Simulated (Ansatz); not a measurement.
Results of the Gaussian-basis code of Ansatz.

A structure relaxed at PBE0-D4/def2-TZVP, charge 0, multiplicity 1:

| atom | x (Å) | y (Å) | z (Å) |
| --- | --- | --- | --- |
| F1 | -0.037 | -1.184 | 0.334 |
| N2 | -0.105 | -0.062 | -0.432 |
| F3 | -0.955 | 0.722 | 0.285 |
| F4 | 1.098 | 0.524 | -0.187 |

Q: Give its formula and SMILES.

A: F3N, `FN(F)F`.

Q: Point group (tolerance 0.08 Å, 0.16 Å for H)?

A: C3v.

Q: Summarise the bond lengths by kind.

A: 3 × F–N 1.360 Å.
